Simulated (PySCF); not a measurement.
# ethenethione: calculation against experiment

**Measured values to compare with.**

From NIST CCCBDB Release 22 (SRD 101), experimental dipoles, for the gas: dipole moment 1.02 D.

How close the calculation comes is told at the end.

Compound: ethenethione, C₂H₂S.
Numbering: `[CH2:1]=[C:2]=[S:3]` (hydrogens: H4, H5 on C1)

Cartesian coordinates in Å at the GFN2-xTB level; atoms count from 1:
```
atom  x, y, z in Å
C1    -0.6004    0.0136    0.0264
C2     0.6907   -0.0138   -0.0393
S3     2.2448   -0.0474   -0.1146
H4    -1.1414    0.9396    0.1158
H5    -1.1852   -0.8892   -0.0053
```

Runs made with PySCF (gas phase, on this GFN2-xTB geometry; no spin–orbit coupling):

```csv
level,job,basis functions
PBE0/pcSseg-1,"shieldings, charges and field gradients",68
B3LYP/def2-SVPD,"8 singlets by full TDDFT, 3 Tamm–Dancoff triplets, polarisability",83
```

Results beside the measurements:

**Dipole moment.** Measured: 1.02 D (NIST CCCBDB Release 22 (SRD 101), experimental dipoles).

```tsv
level	computed (D)	computed − measured (D)	% (from the printed values)
PBE0/pcSseg-1	1.22	+0.20	+20
B3LYP/def2-SVPD	1.18	+0.16	+16
```

Closest is B3LYP/def2-SVPD (+0.16 D), furthest PBE0/pcSseg-1 (+0.20 D); one molecule doesn't rank methods. The computed dipoles belong to one fixed geometry; measured ones are averaged over vibrations unless marked μe. Magnitudes are compared, not signs.

No measured geometry was used, and the causes of the misses weren't examined.
